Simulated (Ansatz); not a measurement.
# AlFH3P: the cost of one run

Program: Ansatz 0.2.0, driven from Python. The levels of theory stand in the script. These are calculated values, not measurements.

## Step 1: Starting point

Bond lengths: F1–Al2 1.776 Å, Al2–P3 2.310 Å, Al2–H4 1.594 Å, P3–H5 1.439 Å, P3–H6 1.454 Å. Angles: F1–Al2–P3 119.8°, F1–Al2–H4 122.8°, P3–Al2–H4 117.4°, Al2–P3–H5 95.0°, Al2–P3–H6 95.3°, H5–P3–H6 96.2°.

No structure file is read: the coordinates are typed or built in the script.

## Step 2: The script

alfh3p_basis.py reads:

```python
"""Basis-set convergence for AlFH3P."""

import logging
import sys

import ansatz

logging.basicConfig(stream=sys.stdout, format="[%(levelname)s] %(message)s")
log = logging.getLogger("calc")
log.setLevel(logging.INFO)


def main() -> None:
    geometry_ang = [
        ("F", (-1.7889, -1.0726, 0.9272)),
        ("Al", (-0.4844, -0.8267, -0.2522)),
        ("P", (1.2594, 0.6032, 0.247)),
        ("H", (-0.4262, -1.5941, -1.6478)),
        ("H", (0.8772, 1.6081, -0.7102)),
        ("H", (0.6049, 1.2181, 1.3899)),
    ]
    molecule = ansatz.Crystal.molecule()
    for symbol, xyz in geometry_ang:
        molecule = molecule.atom(symbol, xyz)

    setup = molecule.calculation()
    setup = setup.functional("PBE0").scf(lower_state_search="off")

    energies = {}
    for basis in ["STO-3G", "6-31G", "6-31G*", "def2-SVP", "def2-SVPD", "def2-TZVP", "def2-TZVPP"]:
        r = setup.basis(gaussian=basis).run().report
        size = r["n_frozen"] + r["n_occupied"][0] + r["n_virtual"][0]
        energies[basis] = (r["reference_energy_ev"] / 27.211386246, r["free_energy_ev"] / 27.211386246)
        log.info(f"{basis:14s} {size:4d} orbitals  reference {energies[basis][0]:14.6f} Ha  total {energies[basis][1]:14.6f} Ha")

    last = energies["def2-TZVPP"][1]
    for basis, (_, total) in energies.items():
        log.info(f"{basis:14s} lies {27.211386 * (total - last):9.4f} eV above def2-TZVPP")


if __name__ == "__main__":
    main()
```

## Step 3: The calls as engine input

The package turns the script's settings into the engine's input (first run):

```yaml
crystal:
  periodic: [false, false, false]
  atoms:
    - { symbol: F, position_ang: [-1.7889, -1.0726, 0.9272] }
    - { symbol: Al, position_ang: [-0.4844, -0.8267, -0.2522] }
    - { symbol: P, position_ang: [1.2594, 0.6032, 0.247] }
    - { symbol: H, position_ang: [-0.4262, -1.5941, -1.6478] }
    - { symbol: H, position_ang: [0.8772, 1.6081, -0.7102] }
    - { symbol: H, position_ang: [0.6049, 1.2181, 1.3899] }
basis:
  gaussian:
    orbitals: STO-3G
hamiltonian:
  xc: pbe0
scf:
  lower_state_search: "off"
```

## Step 4: The run

Command:

```bash
python alfh3p_basis.py
```

Q: Estimate wall time and peak memory on 1 thread of Arm Neoverse V1, shared host.

About 10 s, with a peak of 0.32 GiB.
